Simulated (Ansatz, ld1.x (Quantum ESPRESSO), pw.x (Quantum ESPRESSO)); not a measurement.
**What a changed setting does to a pw.x run (sc B)**

Potential: ultrasoft, ld1.x (Quantum ESPRESSO) 7.5, LDA (PW92); core [He], reference 2s2 2p1; waves: 2s (bound): rcut 1.30, rcutus 1.50 bohr; 2s channel at -0.1 Ry: rcut 1.30, rcutus 1.50 bohr; 2p (bound): rcut 1.55, rcutus 1.95 bohr; 2p channel at 0.4 Ry: rcut 1.55, rcutus 1.95 bohr; 3d channel at -0.1 Ry: rcut 1.50, rcutus 1.90 bohr; 3d channel at 2.5 Ry: rcut 1.50, rcutus 1.90 bohr; local part: all-electron potential smoothed inside 1.55 bohr (lloc = -1); core correction: a·sin(br)/r model core inside 1.45 bohr; augmentation: built from norm-conserving waves at rcut, not smoothed further.

The reference run (k-mesh 17³, cutoffs 40/600 Ry, Fermi–Dirac 0.01 Ry, mixing_beta 0.4, conv_thr 1e-9, no spin) gives -3.12 GPa at 6.519 Å³/atom, where all-electron LAPW gives -1.14 GPa. This run, with its own iteration cap, changes smearing to gauss.

```
&control
  calculation='scf', prefix='x', pseudo_dir='./', outdir='./tmp', tstress=.true., disk_io='none'
/
&system
  ibrav=0, nat=1, ntyp=1, ecutwfc=40, ecutrho=600, nbnd=8,
  occupations='smearing', smearing='gauss', degauss=0.01
/
&electrons
  conv_thr=1e-09, mixing_beta=0.4, electron_maxstep=60
/
ATOMIC_SPECIES
B 1.0 B.UPF
CELL_PARAMETERS angstrom
  1.86807221 0.00000000 0.00000000
  0.00000000 1.86807221 0.00000000
  0.00000000 0.00000000 1.86807221
ATOMIC_POSITIONS crystal
B 0.0000 0.0000 0.0000
K_POINTS automatic
17 17 17 0 0 0
```

```bash
pw.x < B.scf.in > B.scf.out
```

Problem. How does the run end?

Solution. It converges in 6 iterations; the free energy moves by +7.8 meV/atom and the pressure by -0.10 GPa. Gaussian smearing of the same width is narrower in effect than Fermi–Dirac, so its quadratic term in F is smaller.

```
Message from routine setup:
     using ibrav=0 with symmetry is DISCOURAGED, use correct ibrav instead
     lattice parameter (alat)  =       3.5301  a.u.
     unit-cell volume          =      43.9924 (a.u.)^3
     number of electrons       =         3.00
     number of Kohn-Sham states=            8
     kinetic-energy cutoff     =      40.0000  Ry
     charge density cutoff     =     600.0000  Ry
     scf convergence threshold =      1.0E-09
     Exchange-correlation= PW
     number of k points=   165  Gaussian smearing, width (Ry)=  0.0100
     iteration #  1     ecut=    40.00 Ry     beta= 0.40
     total energy              =      -5.63402619 Ry
     estimated scf accuracy    <       0.00378446 Ry
     iteration #  2     ecut=    40.00 Ry     beta= 0.40
     total energy              =      -5.63377304 Ry
     estimated scf accuracy    <       0.00118112 Ry
     iteration #  3     ecut=    40.00 Ry     beta= 0.40
     total energy              =      -5.63381866 Ry
     estimated scf accuracy    <       0.00000334 Ry
     iteration #  4     ecut=    40.00 Ry     beta= 0.40
     total energy              =      -5.63381921 Ry
     estimated scf accuracy    <       0.00000004 Ry
     iteration #  5     ecut=    40.00 Ry     beta= 0.40
     total energy              =      -5.63381921 Ry
     estimated scf accuracy    <          1.4E-09 Ry
     iteration #  6     ecut=    40.00 Ry     beta= 0.40
     the Fermi energy is    10.4779 ev
!    total energy              =      -5.63381921 Ry
     estimated scf accuracy    <          7.5E-10 Ry
     smearing contrib. (-TS)   =      -0.00018654 Ry
     The total energy is F=E-TS. E is the sum of the following terms:
     one-electron contribution =       3.69343485 Ry
     hartree contribution      =       0.07473578 Ry
     xc contribution           =      -2.16819722 Ry
     ewald contribution        =      -7.23360608 Ry
     convergence has been achieved in   6 iterations
          total   stress  (Ry/bohr**3)                   (kbar)     P=      -32.20
     Message from routine punch:
     Nothing written, as per user request (disk_io='none')
```

The run took about 2.9 s on one core of a shared host (Neoverse-V1, 32 threads, 247 GiB, load 21).
